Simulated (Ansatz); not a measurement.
# SiH2S (SMILES [SiH2]=S): single points off equilibrium

One table from this session's results is given with a row withheld; the runs are named, their logs left out.

Method: single points in def2-TZVPP; program: Ansatz 0.2.0, Gaussian basis.

Correlated methods freeze the cores.

**Starting geometry**

SMILES `[SiH2]=S`, 4 atoms, charge 0, spin multiplicity 1.

Atoms are counted from 1 here; the program's logs count them from 0.

Bond lengths: Si1–S2 1.716 Å, Si1–H3 1.568 Å, Si1–H4 1.695 Å. Angles: S2–Si1–H3 142.0°, S2–Si1–H4 119.3°, H3–Si1–H4 98.6°.

Coordinates:

```mol
H2SSi
  3D, bonds by distance, orders not assigned

  4  3  0  0  0  0  0  0  0  0999 V2000
    0.0733   -0.1113    0.1301 Si  0  0
    1.6237   -0.2237    0.8581 S   0  0
   -1.3169   -0.8331    0.0677 H   0  0
   -0.2077    1.0821   -1.0406 H   0  0
  1  2  8  0
  1  3  8  0
  1  4  8  0
M  END
```

The first run:

File run/in.yaml:

```yaml
crystal:
  periodic: [false, false, false]
  atoms:
    - {symbol: Si, position_ang: [0.073300, -0.111300, 0.130100]}
    - {symbol: S, position_ang: [1.623700, -0.223700, 0.858100]}
    - {symbol: H, position_ang: [-1.316900, -0.833100, 0.067700]}
    - {symbol: H, position_ang: [-0.207700, 1.082100, -1.040600]}
basis:
  gaussian: {orbitals: def2-TZVPP}
correlation: {method: ccsd_t}
output: {forces: true}
```

The command line of these runs was not kept.

Among the steps run: CCSD(T)/def2-TZVPP; PBE0-D4/def2-TZVPP; wB97M-V/def2-TZVPP; r2SCAN-D4/def2-TZVPP; PBE-D4/def2-TZVPP; LC-wPBE/def2-TZVPP; B97M-V/def2-TZVPP.

One table of the session follows, with a row left open; its other results are not shown here.

| method | RMS force component (eV/Å) | angle to CCSD(T) forces (°) | dipole (D) |
| --- | --- | --- | --- |
| CCSD(T) | 5.447 | reference | 1.39 |
| PBE0-D4 | 5.185 | 0.3 | 1.45 |
| wB97M-V | 5.187 | 0.9 | 1.43 |
| r2SCAN-D4 | 5.240 | 0.4 | 1.38 |
| PBE-D4 | 5.282 | 1.5 | 1.28 |
| LC-wPBE | 5.027 | 1.6 | 1.63 |
| B97M-V | ? | ? | ? |

**Question.** Estimate the row for B97M-V.

The run gave: RMS force component (eV/Å): 5.077; angle to CCSD(T) forces (°): 0.4; dipole (D): 1.24. In the column «RMS force component (eV/Å)» it lies between LC-wPBE (5.027) and PBE0-D4 (5.185).
